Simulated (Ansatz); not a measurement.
# Match the barriers

Saddle point of SiH₅ClO, singlet (SiH₄O ([OH][SiH3]) + HCl → SiH₃ClO ([OH][SiH2][Cl]) + H₂; bonds formed: Si1–Cl7, H2–H6; bonds broken: Si1–H2, H6–Cl7), PBE0-D4/def2-TZVP structure:

```xyz
8
angstrom
Si -0.4171 -0.3801 -0.1338
H 1.2023 -0.9327 -0.2969
H -0.6760 -1.3507 -1.2273
H -0.9022 -0.9362 1.1371
O -0.9180 1.0006 -0.8153
H 1.3439 -0.2732 0.2807
Cl 1.0507 1.0854 1.3649
H -0.6838 1.7869 -0.3095
```

Program: Ansatz 0.2.0. Basis: def2-TZVPP, with def2-QZVPP for the basis limit. Cores are frozen in the correlated methods. Extrapolation: Hartree–Fock as exp(−7.88 √X), correlation as X^−2.97. Four methods, as single points on the PBE0-D4 structures, gave these electronic barriers from the start structure: 100.0, 108.6, 134.3, 188.7 kJ/mol.

(1) The methods were, in alphabetical order, HF, MP2, PBE-D4, r2SCAN-D4. Which gave which? (Judge from chemistry; the calculation decides.)

No T1 diagnostic of these runs exceeds 0.013.

Results:

(1) Computed: PBE-D4 100.0; r2SCAN-D4 108.6; MP2 134.3; HF 188.7 kJ/mol. For comparison, CCSD(T) at an estimated basis limit (MP2 extrapolated from triple and quadruple zeta, plus CCSD(T) − MP2 in triple zeta) gives 133.5 kJ/mol.

Labels in which every atom is bracketed show which atoms are joined, not bond orders.

For scale, one of the runs: CCSD(T)/def2-TZVPP, 185 basis functions, launched by `ansatz run in.yaml --threads 2 --pin off --events-out ev --progress --plain --max-ram 4352MiB`. Time: 17 s of wall clock on 2 CPU threads of an AMD EPYC 9R45; the host was shared. Peak host memory: 1.8 GiB.
